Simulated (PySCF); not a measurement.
**OH⁺ from Hartree–Fock to correlated methods**

State: ³Σ⁻ (triplet), unpaired electrons π ↑↑. Set-up: basis H def2-TZVPPD, O def2-TZVPPD; no relativity; PySCF 2.14. De refers to H⁺ + O in their high-spin ground configurations, without counterpoise correction. The functionals are run spin-unrestricted. A positive dipole points towards O; it is taken about the centre of mass and depends on that origin.

| Level | Re (Å) | ωe (cm⁻¹) | De (eV) | μ (D) |
| --- | --- | --- | --- | --- |
| UHF | 1.008 | 3352 | 5.22 | -2.32 |
| UHF-MP2 | 1.023 | 3199 | 5.22 | n/a |
| UHF-SCS-MP2 | 1.023 | 3197 | 5.25 | n/a |
| UHF-CCSD | 1.028 | 3138 | 5.27 | n/a |
| UHF-CCSD(T) | 1.030 | 3113 | 5.27 | n/a |
| LDA | 1.056 | 2900 | 5.02 | -2.31 |
| PBE | 1.048 | 2953 | 5.19 | -2.25 |
| r²SCAN | 1.035 | 3058 | 5.26 | -2.26 |
| M06-L | 1.031 | 3145 | 5.37 | -2.28 |
| r²SCANh | 1.031 | 3099 | 5.25 | -2.27 |
| PBE0 | 1.032 | 3105 | 5.21 | -2.27 |
| r²SCAN0 | 1.026 | 3158 | 5.23 | -2.28 |
| BHandHLYP | 1.022 | 3195 | 5.11 | -2.30 |
| LC-ωPBE | 1.035 | 3110 | 5.15 | -2.29 |

The bond length runs from 1.008 Å (UHF) to 1.056 Å (LDA). De spans 5.02 eV (LDA, local density) to 5.37 eV (M06-L, meta-GGA). Correlation at CCSD(T) changes the Hartree–Fock bond energy by +0.05 eV; the triples alone change it by +0.00 eV.

Correlated steps freeze 1 core orbital. For an ion De counts to the pair picked by the measured ionisation energies or electron affinities, which need not be the lowest pair at this level. The state is the lowest determinant that a PBE0 search found; another state may lie lower at other levels.

The whole job (state search and all levels along the bond) took about 1 min on 1 thread of Intel Xeon 6975P-C (shared host), peak memory 0.93 GiB.
